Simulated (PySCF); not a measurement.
SiCl4, SMILES Cl[Si](Cl)(Cl)Cl. Geometry optimised at B3LYP-D3(BJ)/def2-SVP. The isomer is the one that the SMILES or the coordinates give; other isomers of the formula were not compared.

These are PySCF 2.14.0 with B3LYP-D3(BJ)/def2-SVP values and carry that method's errors.

Harmonic wavenumbers (cm⁻¹): 143, 143, 214, 214, 214, 411, 623, 623, 623. Rotational constants (GHz): 1.277, 1.277, 1.277; symmetry number 12.

Work out the zero-point energy and the ideal-gas rigid-rotor harmonic-oscillator thermochemistry at 298.15 K and 1 atm.

ZPE = ½ Σ hcν = ½ × 3207 cm⁻¹ = 4.58 kcal/mol. H − E(el) = 9.26 kcal/mol. Entropy in cal/(mol K): translation 41.30, rotation 24.49, vibration 13.72, total 79.50. G − E(el) = -14.45 kcal/mol. Cp = 21.63 cal/(mol K). Modes under 150 cm⁻¹ make the vibrational entropy uncertain.
